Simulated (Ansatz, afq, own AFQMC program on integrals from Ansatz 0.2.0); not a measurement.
# Where AFQMC and coupled cluster stand for Ge₂H₂, triplet

```xyz
4

Ge    0.0000    0.5256    1.0739
Ge    0.0000   -0.5197   -1.0939
H     0.0000    1.6366    2.1989
H     0.0000   -2.0658   -0.7630
```

Connectivity, by distances: GeH–GeH.

Basis cc-pVDZ. Noble-gas cores (and the filled d shells of Ga–Kr and In–Xe) are frozen. Integrals, coupled cluster, full CI and functionals: Ansatz 0.2.0; the random walks run on the same integrals in our own AFQMC program. ph-AFQMC/CISD is guided by a CISD state made of CCSD amplitudes; releasing the constraint for a short imaginary time cuts its bias at the price of noise, slowly where states lie close. Free AFQMC starts from the CCSD state and is never constrained. Its projection time is finite, and what remains of the start isn't in its error. Uncertainties: one standard error, sampling alone. No spin–orbit coupling.

Determinant: UHF, the one that the program's search chose, which needn't be the lowest solution. The geometry is a point of a scan.

No full CI on the walks' own integrals is used here; CCSDT(Q) serves as the reference and is uncertain by about the last step of the cluster series.

Cautions: no relativity below Rb; no spin-orbit coupling; inner d shell frozen; lower spins were not checked; the determinant is a saddle point among determinants of its kind.

- T1 diagnostic: 0.0305
- weight of the determinant in the CISD state: 0.852
- ⟨S²⟩ of the determinant: 2.028
- size of the correlated space: 10 electrons in 36 orbitals

Reference: CCSDT(Q), correlation energy -5.121 eV. The released energy is read at 2.40 1/Eh (meV from the phaseless value at times in 1/Eh: -2 ± 10 at 0.24, -9 ± 10 at 0.51, -26 ± 10 at 0.99, -38 ± 10 at 1.62, -30 ± 13 at 2.40).

```json
{"level": "HF", "E − E(reference) (kJ/mol)": "494.1", "share of correlation (%)": "0.00"}
{"level": "MP2", "E − E(reference) (kJ/mol)": "121.4", "share of correlation (%)": "75.43"}
{"level": "CCSD", "E − E(reference) (kJ/mol)": "22.8", "share of correlation (%)": "95.38"}
{"level": "CCSD(T)", "E − E(reference) (kJ/mol)": "5.6", "share of correlation (%)": "98.86"}
{"level": "CCSDT", "E − E(reference) (kJ/mol)": "1.1", "share of correlation (%)": "99.77"}
{"level": "ph-AFQMC/CISD", "E − E(reference) (kJ/mol)": "2.6 ± 1.0", "share of correlation (%)": "99.48"}
{"level": "released AFQMC", "E − E(reference) (kJ/mol)": "-0.3 ± 1.2", "share of correlation (%)": "100.06"}
{"level": "free AFQMC", "E − E(reference) (kJ/mol)": "1.5 ± 0.9", "share of correlation (%)": "99.70"}
```

Free projections are given only where their last times agree within the noise and don't stop above the reference; a slow remainder of the start can still hide under it. A walk keeps the symmetry of its determinant, which the program's search chose and which needn't be the lowest solution, so a lower state of the same spin and another symmetry isn't excluded. Released energies are given only where the last usable release times agree within the noise; a slower fall can still hide under it.
